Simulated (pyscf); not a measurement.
Hydrogen abstraction: `[OH][SiH2][F]` + `[H]` [doublet] → `[OH][SiH][F]` [doublet] + `[H][H]`

Gas phase, doublet surface, charge 0. Bonds broken: Si2–H5. Bonds formed: H5–H7. Optimised with ωB97X-D3(BJ)/def2-SVP in PySCF.

Transition state (Å):

```xyz
7

O     -0.2458    -0.7864    -0.2101
Si     0.7584    -0.0091     0.8427
F      1.4349    -1.0711     1.8723
H      0.1266    -1.4057    -0.8470
H     -0.2035     1.0002     1.6926
H      1.8883     0.6704     0.1478
H     -0.8973     1.6104     2.2464
```

One imaginary mode, 1206i cm⁻¹; descent along it reached the two sides named.

```csv
bond,change,reactant side (Å),saddle,product side
Si2–H5,breaks,1.478,1.633,3.2
H5–H7,forms,3.6,1.077,0.761
```

Electronic energies relative to the separated reactants (eV):

| level | barrier | reaction energy | reverse barrier |
|---|---|---|---|
| ωB97X-D3(BJ)/def2-TZVP | 0.29 | -0.33 | 0.62 |
| PBE/def2-TZVP | 0.04 | -0.52 | 0.55 |
| r²SCAN/def2-TZVP | 0.03 | -0.53 | 0.56 |
| B3LYP-D3(BJ)/def2-TZVP | 0.08 | -0.52 | 0.59 |
| PBE0-D3(BJ)/def2-TZVP | 0.15 | -0.40 | 0.55 |
| M06-2X/def2-TZVP | 0.34 | -0.44 | 0.78 |
| ωB97M-D3(BJ)/def2-TZVP | 0.30 | -0.33 | 0.63 |
| HF/def2-TZVP | 0.77 | -0.09 | 0.86 |

With ωB97M-D3(BJ)/def2-TZVP energies and thermal terms (ideal gas, 1 atm, RRHO with modes under 100 cm⁻¹ raised to 100, one conformer, R ln 2 for chiral ones without a mode under 150 cm⁻¹), in eV:

```csv
T (K),ΔH‡,ΔG‡,ΔH,ΔG
298,0.22,0.48,-0.31,-0.37
600,0.21,0.76,-0.31,-0.43
900,0.20,1.03,-0.32,-0.50
1200,0.20,1.31,-0.35,-0.55
```

This is the saddle that the search found; another between the same sides may lie lower. The angle at the transferred H is 176°.
